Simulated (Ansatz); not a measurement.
Geometry optimisation, RKS B3LYP/def2-SVP (Ansatz).

The input (input.yaml):

```yaml
crystal:
  periodic: [false, false, false]
  atoms:
    - { symbol: Si, position_ang: [0.2216, 0.0, -0.029586] }
    - { symbol: F, position_ang: [0.269395, 0.0, 1.582583] }
    - { symbol: H, position_ang: [1.63141, 0.0, -0.509469] }
    - { symbol: H, position_ang: [-0.468438, 1.22475, -0.510136] }
    - { symbol: H, position_ang: [-0.468438, -1.22475, -0.510136] }
    - { symbol: H, position_ang: [-2.261998, 0.0, 0.947962] }
    - { symbol: H, position_ang: [-1.857832, 0.0, 1.540281] }
basis:
  gaussian: { orbitals: def2-SVP }
hamiltonian:
  xc: b3lyp
relax:
  f_tol: 0.03
  max_steps: 50
```

Run as:

```bash
$ ansatz run input.yaml --threads 1 --pin off --max-ram 2048MiB --backend cpu --events-out ev --progress --plain --runs-dir out
```

Question: Where does it end, and by what steps?

Answer: It converged. The force dipped under the threshold on the way, but the program's further checks kept it going. After 23 steps the energy has fallen by 0.186 eV; H6 moved furthest, 1.63 Å.

| step | energy less start (eV) | largest force component (eV/Å) | accepted |
| --- | --- | --- | --- |
| 0 | 0.0000 | 1.406 | yes |
| 1 | -0.1160 | 0.417 | yes |
| 2 | -0.1518 | 0.114 | yes |
| 3 | -0.1617 | 0.132 | yes |
| 4 | -0.1666 | 0.159 | yes |
| 5 | -0.1698 | 0.272 | yes |
| 6 | -0.1728 | 0.249 | yes |
| 7 | -0.1755 | 0.219 | yes |
| 8 | -0.1774 | 0.280 | yes |
| 9 | -0.1793 | 0.202 | yes |
| 10 | -0.1814 | 0.013 | yes |
| 11 | -0.1830 | 0.049 | yes |
| 12 | -0.1810 | 0.302 | no |
| 13 | -0.1833 | 0.017 | yes |
| 14 | -0.1842 | 0.078 | yes |
| 15 | -0.1842 | 0.190 | no |
| 16 | -0.1848 | 0.039 | yes |
| 17 | -0.1852 | 0.063 | yes |
| 18 | -0.1854 | 0.062 | yes |
| 19 | -0.1856 | 0.047 | yes |
| 20 | -0.1856 | 0.054 | yes |
| 21 | -0.1857 | 0.052 | yes |
| 22 | -0.1857 | 0.040 | yes |
| 23 | -0.1858 | 0.010 | yes |

```xyz
7
Properties=species:S:1:pos:R:3
Si 0.566 0.000 -0.400
F -0.258 0.000 1.010
H 2.020 0.000 -0.090
H 0.197 1.222 -1.162
H 0.197 -1.222 -1.162
H -3.182 0.000 2.299
H -2.475 0.000 2.016
```

Whether the end is a true minimum wasn't checked by a vibrational analysis.

Run time: 31 s on 1 thread of Arm Neoverse V1 (shared host), peak memory 0.11 GiB.
